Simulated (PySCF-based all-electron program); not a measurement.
Results of a calculation; reference values are marked as such.
**CO2, singlet: all-electron forces**

Method: all-electron DFT (in-house code on PySCF), basis-limit composite values; spin-free X2C, no spin–orbit coupling, spin-restricted. Forces are good to about 0.004 eV/Å. Atoms are numbered as listed.

Shape A:

```xyz
3

C    -0.0634   -0.0971    0.1855
O     0.2743    0.6137    0.8124
O    -0.2109   -0.5166   -0.9979
```

PBE forces:

```csv
atom,Fx,Fy,Fz (eV/Å)
C1,-7.971,-17.933,-24.446
O2,8.555,18.487,19.905
O3,-0.583,-0.554,4.541
```

(1) What forces does r2SCAN give in shape A?

Shape B:

```xyz
3

C    -0.0956    0.0418    0.0320
O    -0.7474    0.0883   -0.6805
O     0.8430   -0.1301    0.6485
```

Against shape A, C1–O2 goes from 1.006 to 0.967 Å, C1–O3 goes from 1.264 to 1.136 Å.

PBE forces:

| atom | Fx | Fy | Fz (eV/Å) |
| --- | --- | --- | --- |
| C1 | 24.944 | -2.365 | 24.975 |
| O2 | -29.158 | 2.703 | -29.435 |
| O3 | 4.214 | -0.338 | 4.460 |

(2) What forces does r2SCAN give in shape B?

Answers

(1) The forces move by 0.960 eV/Å (r.m.s. over the atoms) from PBE.

```
atom      Fx       Fy  Fz (eV/Å)
  C1  -7.591  -17.222    -24.481
  O2   8.115   17.575     19.201
  O3  -0.524   -0.353      5.280
```

(2) The forces move by 0.929 eV/Å (r.m.s. over the atoms) from PBE.

| atom | Fx | Fy | Fz (eV/Å) |
| --- | --- | --- | --- |
| C1 | 25.007 | -2.497 | 24.547 |
| O2 | -28.392 | 2.669 | -28.518 |
| O3 | 3.385 | -0.171 | 3.971 |
